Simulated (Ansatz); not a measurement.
All numbers were calculated with Ansatz.

A structure relaxed at PBE0-D4/def2-TZVP, charge 0, multiplicity 1:

```xyz
18

C     2.8820   -0.0050   -0.2142
C     1.6234    0.3123    0.0563
C     0.5171    0.3385   -0.9452
C    -0.5526   -0.7304   -0.7061
C    -1.2515   -0.6607    0.6465
C    -1.9832    0.6475    0.8991
H     3.6455   -0.0168    0.5554
H     3.1951   -0.2634   -1.2217
H     1.3595    0.5666    1.0813
H     0.0453    1.3283   -0.9362
H     0.9358    0.2046   -1.9471
H    -1.3044   -0.6483   -1.4999
H    -0.0891   -1.7162   -0.8172
H    -1.9647   -1.4891    0.7068
H    -0.5250   -0.8366    1.4469
H    -2.5286    0.6183    1.8450
H    -2.7071    0.8533    0.1049
H    -1.2973    1.4971    0.9454
```

Q: Give its formula and SMILES.

A: C6H12, `C=CCCCC`.

Q: Point group (tolerance 0.08 Å, 0.16 Å for H)?

A: C1.

Q: Summarise the bond lengths by kind.

A: 5 × C–C 1.326 to 1.531 Å; 12 × C–H 1.084 to 1.096 Å.
